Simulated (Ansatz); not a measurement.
# CH₄NNa (SMILES N[CH2][Na]): single points off equilibrium

The task here is to estimate one member of a computed series from the others.

Computed with Ansatz 0.2.0, Gaussian basis. Level: single points in def2-TZVPP.

Cores are frozen in the correlated methods. The outer core shell of Li, Na, Mg and K is correlated.

## The system as given

SMILES `N[CH2][Na]`, 7 atoms, charge 0, spin multiplicity 1.

Atoms are counted from 1 here; the program's logs count them from 0.

Bond lengths: N1–C2 1.519 Å, N1–H4 0.993 Å, N1–H5 1.056 Å, C2–Na3 2.447 Å, C2–H6 1.059 Å, C2–H7 1.083 Å. Angles: C2–N1–H4 109.6°, C2–N1–H5 112.2°, H4–N1–H5 109.2°, N1–C2–Na3 121.7°, N1–C2–H6 105.4°, N1–C2–H7 107.6°, Na3–C2–H6 108.1°, Na3–C2–H7 105.1°, H6–C2–H7 108.3°.

As a file:

```
atom     x (Å)     y (Å)     z (Å)
  N1  -0.18480  -0.69670  -0.77950
  C2   0.37220   0.05870   0.41500
 Na3  -0.59900   2.17550   1.16520
  H4  -1.13100  -0.94220  -0.60720
  H5  -0.12970  -0.13130  -1.67010
  H6   1.39410   0.22550   0.19140
  H7   0.31410  -0.59870   1.27400
```

The first run:

Input file run/in.yaml:

```yaml
crystal:
  periodic: [false, false, false]
  atoms:
    - {symbol: N, position_ang: [-0.184800, -0.696700, -0.779500]}
    - {symbol: C, position_ang: [0.372200, 0.058700, 0.415000]}
    - {symbol: Na, position_ang: [-0.599000, 2.175500, 1.165200]}
    - {symbol: H, position_ang: [-1.131000, -0.942200, -0.607200]}
    - {symbol: H, position_ang: [-0.129700, -0.131300, -1.670100]}
    - {symbol: H, position_ang: [1.394100, 0.225500, 0.191400]}
    - {symbol: H, position_ang: [0.314100, -0.598700, 1.274000]}
basis:
  gaussian: {orbitals: def2-TZVPP}
correlation: {method: ccsd_t}
output: {forces: true}
```

No record of the launch command was kept for these runs.

Among the steps run: CCSD(T)/def2-TZVPP; PBE0-D4/def2-TZVPP; wB97M-V/def2-TZVPP; r2SCAN-D4/def2-TZVPP; PBE-D4/def2-TZVPP; B97M-V/def2-TZVPP; CAM-B3LYP-D4/def2-TZVPP.

One table of the session follows, with a row left open; its other results are not shown here.

| method | RMS force component (eV/Å) | angle to CCSD(T) forces (°) | dipole (D) |
| --- | --- | --- | --- |
| CCSD(T) | 0.763 | reference | 5.43 |
| PBE0-D4 | 0.827 | 8.1 | 5.31 |
| wB97M-V | 0.763 | 6.8 | 6.41 |
| r2SCAN-D4 | 0.786 | 5.6 | 4.68 |
| PBE-D4 | ? | ? | ? |
| B97M-V | 0.797 | 9.7 | 4.37 |
| CAM-B3LYP-D4 | 0.776 | 6.9 | 5.96 |

Q: Estimate the row for PBE-D4 from the others.

**Answer.** RMS force component (eV/Å): 0.841; angle to CCSD(T) forces (°): 13.2; dipole (D): 3.98. In the column «RMS force component (eV/Å)» it is the highest.
